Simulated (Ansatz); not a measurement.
CCl$_{2}$F, SMILES `F[C](Cl)Cl` radical, relaxed with UKS PBE0-D4/def2-TZVP in the Gaussian-basis code of Ansatz from a PBE-D4/def2-SVP geometry. The force threshold is 0.005 eV/Å; the program also tests the step.

The species carries charge 0 and has multiplicity 2.

Start:

```xyz
4

F    -0.449    1.016    0.811
C    -0.102   -0.137    0.246
Cl    1.618   -0.337    0.087
Cl   -1.068   -0.542   -1.143
```

```
step  energy (eV)  largest force (eV/Å)  largest move (Å)
   1  -28787.7400                 0.613             0.000
   2  -28787.7580                 0.342             0.012
   3  -28787.7660                 0.177             0.023
   4  -28787.7665                 0.041             0.006
   5  -28787.7665                 0.012             0.001
   6  -28787.7665                 0.002             0.001
```

End:

```xyz
4

F    -0.445    1.003    0.804
C    -0.095   -0.133    0.229
Cl    1.596   -0.334    0.091
Cl   -1.056   -0.536   -1.124
```

It took 18 s on 2 threads of a server CPU on a shared host, with 0.35 GiB of host memory at the peak.
